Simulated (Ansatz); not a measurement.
Q: Predict a relaxed structure of the cluster B₂C⁻, charge -1, doublet, at PBE0-D4/def2-TZVPD (Ansatz).

A: 
```xyz
3

B     0.1171   -0.8258    0.4520
B     0.4273    0.8462    0.0349
C    -0.5444   -0.0204   -0.4869
```
Point group C2v (tolerance 0.1 Å). This is one stationary point.

The relaxation made no stability test and no search for a lower SCF solution. The structure comes from a short search, and lower isomers may exist.
